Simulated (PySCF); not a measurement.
# Stretching NaB

Set-up: basis Na def2-SVPD, B def2-SVPD; no relativity; PySCF 2.14. Energies in eV from Na + B in their ground configurations at the same level. State: ³Π (triplet), unpaired electrons σ ↑, π ↑.

```json
{"R (Å)": "2.142", "PBE": "-0.818"}
{"R (Å)": "2.242", "PBE": "-0.973"}
{"R (Å)": "2.341", "PBE": "-1.061"}
{"R (Å)": "2.416", "PBE": "-1.094"}
{"R (Å)": "2.491", "PBE": "-1.105"}
{"R (Å)": "2.566", "PBE": "-1.100"}
{"R (Å)": "2.665", "PBE": "-1.075"}
{"R (Å)": "2.790", "PBE": "-1.024"}
{"R (Å)": "2.939", "PBE": "-0.946"}
{"R (Å)": "3.139", "PBE": "-0.830"}
```

Question: Put a parabola through the three lowest points of the PBE curve and estimate Re, k and ωe (reduced mass 7.444 u; 1 eV/Å² = 0.16022 mdyn/Å; ωe = 1302.8·√(k/μ) cm⁻¹).

Answer: Through R = 2.416, 2.491, 2.566 Å the second-order coefficient is 1.42 eV/Å², so Re ≈ 2.505 Å, k ≈ 0.456 mdyn/Å and ωe ≈ 322 cm⁻¹. A polynomial fit of higher order to the unrounded PBE energies gives Re = 2.503 Å, k = 0.445 mdyn/Å, ωe = 319 cm⁻¹; anharmonicity and rounding make the difference.

The higher-order fit for each curve: PBE: Re = 2.503 Å, ωe = 319 cm⁻¹, De = 1.11 eV.

The state is the lowest determinant that a PBE0 search found; another state may lie lower at other levels.
